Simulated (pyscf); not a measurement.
propene (H₂C=CH–CH₃) + H atom (H•) → allyl (•H₂C–CH=CH₂) + hydrogen (H₂), a hydrogen abstraction (doublet surface; C–H broken, H–H formed). Single points on ωB97X-D3(BJ)/def2-SVP structures (PySCF, gas phase). Energies in eV from the separated reactants.

Small-basis levels: PySCF, no dispersion term, spherical d functions. AM1 to PM7: differences of heats of formation from MOPAC, which are fitted to 298 K values and so differ in kind from electronic energies by zero-point and thermal terms. GFN2-xTB: tblite. Open shells are spin-unrestricted. 

```csv
level,barrier,reaction energy
HF/6-31G*,___,-0.68
SVWN5/6-31G*,-0.13,-0.48
BP86/6-31G*,0.00,-0.79
B3LYP/STO-3G,-0.02,-1.06
B3LYP/3-21G,0.14,-0.70
M06-2X/6-31G*,0.44,-0.46
GFN2-xTB,___,+0.33
PM6,-0.61,-2.26
PM7,-0.64,-2.47
ωB97M-D3(BJ)/def2-TZVP,___,-0.61
```

### Question
Some entries are withheld; supply them.

### Answer

- HF/6-31G*, barrier: 0.80
- GFN2-xTB, barrier: 0.40
- ωB97M-D3(BJ)/def2-TZVP, barrier: 0.37

Against the last row the barrier runs from -1.02 (PM7) to +0.43 eV (HF/6-31G*). At SVWN5/6-31G*, B3LYP/STO-3G, PM6, PM7 this geometry lies under one side, so the entry may be no barrier of that level: it is a single point on another level's saddle. ωB97M-D3(BJ)/def2-TZVP has limits of its own. One saddle was located; it need not be the lowest between these sides. The angle at the transferred H is 177°.
